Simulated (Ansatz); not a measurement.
# How far each method lies from RCCSDTQ for Si–BH2, quartet

Geometry: a point of a stretch scan, not a stationary point.

```xyz
4

Si    0.0000    0.0000    1.1633
B     0.0000    0.0000   -2.4667
H     0.0000   -1.0760   -2.9778
H     0.0000    1.0760   -2.9778
```

Basis cc-pVDZ; Ansatz 0.2.0. Only valence electrons are correlated (noble-gas cores frozen), which leaves 9 electrons in 36 orbitals. Prefix R: restricted or restricted open-shell reference; prefix U: unrestricted. Active spaces: valence = (9e, 10o) chosen from the atoms' valence shells; pair = (5e, 5o) about the gap.

Full CI isn't at hand for all of this; RCCSDTQ serves as the reference, and is uncertain by the last step of the cluster series or more. The frozen core follows each run's orbitals, which can shift R against U totals by a few meV.

For open shells CISD is restricted-active-space CI with the open shells as a complete middle space.

The UHF ⟨S²⟩ is 3.764, the T1 diagnostic (RCCSD) is 0.0190 and the largest doubles amplitude (RCCSD) is 0.087. The T1 diagnostic (UCCSD) is 0.0128.

```json
{"level": "UHF", "E − E(RHF) (eV)": "-0.1261"}
{"level": "RMP2", "E − E(RHF) (eV)": "-3.2048"}
{"level": "UMP2", "E − E(RHF) (eV)": "-3.2112"}
{"level": "RCCSD", "E − E(RHF) (eV)": "-4.2634"}
{"level": "UCCSD", "E − E(RHF) (eV)": "-4.2669"}
{"level": "RCCSD(T)", "E − E(RHF) (eV)": "-4.3349"}
{"level": "UCCSD(T)", "E − E(RHF) (eV)": "-4.3353"}
```

**Question.** Estimate how far RCCSDTQ in cc-pVDZ lies from RCCSD(T). The table doesn't fix it; the size of (T) and the diagnostics are the guide.

**Answer.** RCCSDTQ in cc-pVDZ lies 3.0 kJ/mol below RCCSD(T), which is 44 % of the (T) step (-6.9 kJ/mol). The diagnostics give no warning, yet the rest is a sizeable part of (T).

The other levels:

```json
{"level": "CISD", "E − E(RCCSDTQ) (kJ/mol)": "35.4", "share of correlation (%)": "91.59", "wall time": "4 s"}
{"level": "BCCD(T)", "E − E(RCCSDTQ) (kJ/mol)": "3.1", "share of correlation (%)": "99.27", "wall time": "4.2 s"}
{"level": "RCCSDT", "E − E(RCCSDTQ) (kJ/mol)": "0.4", "share of correlation (%)": "99.91", "wall time": "–"}
{"level": "UCCSDT", "E − E(RCCSDTQ) (kJ/mol)": "0.4", "share of correlation (%)": "99.92", "wall time": "–"}
{"level": "RCCSDT(Q)", "E − E(RCCSDTQ) (kJ/mol)": "0.1", "share of correlation (%)": "99.98", "wall time": "16 s"}
{"level": "UCCSDT(Q)", "E − E(RCCSDTQ) (kJ/mol)": "0.1", "share of correlation (%)": "99.98", "wall time": "15 s"}
{"level": "CASSCF (valence space)", "E − E(RCCSDTQ) (kJ/mol)": "296.5", "share of correlation (%)": "29.62", "wall time": "–"}
{"level": "NEVPT2 (valence space)", "E − E(RCCSDTQ) (kJ/mol)": "87.4", "share of correlation (%)": "79.24", "wall time": "6.5 s"}
{"level": "MRCISD (valence space)", "E − E(RCCSDTQ) (kJ/mol)": "20.7", "share of correlation (%)": "95.08", "wall time": "–"}
{"level": "MRCISD+Q (valence space)", "E − E(RCCSDTQ) (kJ/mol)": "0.3", "share of correlation (%)": "99.92", "wall time": "7 s (H100)"}
```

The correlation energy at RCCSDTQ, counted from RHF, is -4.366 eV. That run took 89 s on 2 threads of AMD EPYC 7R13 with a shared H100 80 GB, shared host.

Run but not shown, since their state, orbitals or frozen core can't be matched to the reference's or they repeat it: CASSCF (pair space), MRCISD (pair space), MRCISD+Q (pair space).

Times hold each run's SCF and search for its determinant on a shared host, so for small cases they say little of a method's own cost; rows without a card ran on 1 thread of AMD EPYC 7R13. Some runs computed forces too.

Natural occupations of CASSCF (valence space) about the gap: 1.979 1.977 1.961 1.000 0.999 0.999 0.039 0.019 0.016 0.012; effectively unpaired electrons, Σ n²(2−n)², 3.02.
